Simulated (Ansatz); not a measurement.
**HO− (quintet): the correlation ladder, aug-cc-pVTZ**

How much of the correlation energy of HO− (quintet) does each wave-function method recover here?

Program: Ansatz 0.2.0, Gaussian basis. Level of theory: aug-cc-pVTZ, core rule «outside noble gas», up to 1 orbitals frozen. These are calculated values, not measurements.

To be run: UHF; CCSD(T) on ROHF; CCSD(T) on UHF; BCCD(T) on ROHF; CCSDT(Q) on ROHF; CCSDT(Q) on UHF; CASSCF and NEVPT2, 8 electrons in 11 orbitals.

19 further runs of the same task are left out: 5 that didn't finish, 14 set aside as unsound or not needed. Runs told in other sessions of the task aren't counted.

## 1. The system

The geometry is a PBE0/def2-TZVPD stationary point (not a proven minimum) of the parent state, kept for this charge and spin.

2 atoms, charge -1, spin multiplicity 5.

Atoms are counted from 1 here; the program's logs count them from 0.

Bond lengths: O1–H2 1.006 Å.

As a file:

```xyz
2

O     0.0000    0.0000    0.0000
H     0.0000    0.0000    1.0060
```

## 2. UHF

The input, in.yaml:

```yaml
crystal:
  periodic: [false, false, false]
  atoms:
    - {symbol: O, position_ang: [0.000000, 0.000000, 0.000000]}
    - {symbol: H, position_ang: [0.000000, 0.000000, 1.006000]}
basis:
  gaussian: {orbitals: aug-cc-pVTZ}
total_charge: -1
magnetization: {spin_polarized: true, initial_magnetization: 4}
hamiltonian: {xc: hf}
output: {orbitals: {seedname: orbitals}}
```

Launch:

```bash
ansatz run in.yaml --threads 1 --pin off --events-out ev --progress --plain --max-ram 2393MiB
```

The runs that follow: CCSD(T) on ROHF; CCSD(T) on UHF; BCCD(T) on ROHF; CCSDT(Q) on ROHF; CCSDT(Q) on UHF; CASSCF and NEVPT2, 8 electrons in 11 orbitals.

Before running them: what should the planned runs give, taken together? Wanted: UCCSDT(Q) from the RHF energy; RMP2 from UCCSDT(Q); UMP2 from UCCSDT(Q); RCCSD from UCCSDT(Q); RCCSD(T) from UCCSDT(Q); UCCSD(T) from UCCSDT(Q); RCCSDT(Q) from UCCSDT(Q); NEVPT2 frontier from UCCSDT(Q); T1 diagnostic.

As calculated:

| quantity | value |
| --- | --- |
| UCCSDT(Q) from the ROHF energy | -5.1396 eV |
| RMP2 from UCCSDT(Q) | +60.7 kJ/mol |
| UMP2 from UCCSDT(Q) | +62.8 kJ/mol |
| RCCSD from UCCSDT(Q) | +12.6 kJ/mol |
| RCCSD(T) from UCCSDT(Q) | +1.7 kJ/mol |
| UCCSD(T) from UCCSDT(Q) | +1.5 kJ/mol |
| RCCSDT(Q) from UCCSDT(Q) | +0.3 kJ/mol |
| NEVPT2 frontier from UCCSDT(Q) | +51.7 kJ/mol |
| levels within 1 kcal/mol (43 meV) | RCCSD(T), UCCSD(T), BCCD(T), RCCSDT, UCCSDT, RCCSDT(Q) |
| T1 diagnostic | 0.018 |

RCCSD(T) lands +1.7 kJ/mol from the yardstick (0.3 % of the correlation energy). These misses are within one basis, not against nature; the frozen cores of restricted and unrestricted runs differ, which can shift their rows. The highest orbital lies above zero: the basis alone holds the extra electron.
